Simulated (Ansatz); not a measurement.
# AlClH2: the cost of one run

Method: RKS PBE-D4/6-31G*, in Ansatz 0.2.0.

### 1 The structure to begin with

Bond lengths: Al1–H2 1.760 Å, Al1–Cl3 2.430 Å, Al1–H4 1.560 Å. Angles: H2–Al1–Cl3 50.0°, H2–Al1–H4 150.7°, Cl3–Al1–H4 159.3°.

As a file:

```xyz
4

Al    0.0000    0.0000    0.0000
H     0.8998    0.0000    1.5126
Cl    2.3982    0.0000    0.3916
H    -1.3510    0.0000   -0.7800
```

### 2 Pulling towards end A

Springs on the bonds that form and break draw the guess towards this end; the thresholds are loose.

The input, input.yaml:

```yaml
crystal:
  periodic: [false, false, false]
  atoms:
    - { symbol: Al, position_ang: [0.0, 0.0, 0.0] }
    - { symbol: H, position_ang: [0.8998, 0.0, 1.5126] }
    - { symbol: Cl, position_ang: [2.3982, 0.0, 0.3916] }
    - { symbol: H, position_ang: [-1.351, 0.0, -0.78] }
basis:
  gaussian: { orbitals: "6-31G*" }
hamiltonian:
  xc: pbe
  dispersion: d4
relax:
  f_tol: 0.15
  max_steps: 25
  restrain:
    - { distance: [1, 2], at: 2.57, k: 30.0 }
    - { distance: [0, 1], at: 1.56, k: 30.0 }
    - { distance: [0, 2], at: 2.23, k: 30.0 }
```

Started as:

```bash
ansatz run input.yaml --threads 1 --pin off --max-ram 2048MiB --backend cpu --events-out ev --progress --plain --runs-dir out
```

What time and memory should one allow on 1 thread of Arm Neoverse N1, shared host?

About 8.3 s, with a peak of 0.1 GiB.
